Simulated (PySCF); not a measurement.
# Relaxation of singlet HSiN

Method: PBE0 in PySCF with Si def2-TZVP, N def2-TZVP, H def2-TZVP; no relativity; density-fitted integrals. A (50,194) grid was used.

A hand-made bent start, of Cs symmetry, held to at least that symmetry:

```xyz
3
charge 0 multiplicity 1, angstrom
Si    0.4172    0.0000   -0.3319
N    -0.9508    0.0000    0.6260
H     1.6295    0.0000    0.5170
```

Task: What forces act on the atoms at the start (eV/Å)?

Result: 
```
atom     Fx    Fy     Fz
 Si1  -2.69  0.00   1.87
  N2   2.34  0.00  -1.86
  H3   0.35  0.00  -0.01
```

Task: What does it relax to?

Result: It ends at C∞v with Si–H 1.487 Å, Si–N 1.557 Å; H–Si–N 179.8°. No frequency check is given, so it may be a saddle point. Other isomers or separated fragments may lie lower.

Task: How much energy is released, and in how many steps?

Result: 47.2 kJ/mol in 12 steps.
